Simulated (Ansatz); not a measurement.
## Width of the whole s-p valence band of zinc-blende BP at several levels of theory

No measured value is used here.

```
level (code)           value (eV)  cell (Å³/atom)
---------------------  ----------  --------------
LDA (Ansatz)                15.40           11.68
PBE (Ansatz)                15.46           11.68
PBE-D4 (Ansatz)             15.66           11.42
rVV10 (Ansatz)              15.22           11.89
r²SCAN-D4 (Ansatz)          16.38           11.55
HSE06 (Ansatz)              17.09           11.68
LC-ωPBE (Ansatz)            19.53           11.34
PBE0-D3(BJ) (Ansatz)        17.54           11.27
Hartree–Fock (Ansatz)       21.73           11.68
```

Widths are read from band energies on the run's k points.  Values are at the level's own equilibrium cell; LDA at the measured cell; PBE at the measured cell; HSE06 at the measured cell; Hartree–Fock at the measured cell. Cutoffs and k meshes differ between the levels. Ansatz's density-functional and Hartree–Fock values are scalar-relativistic unless marked +SOC, with PAW data made under PBE.

Ansatz is an electronic-structure program.
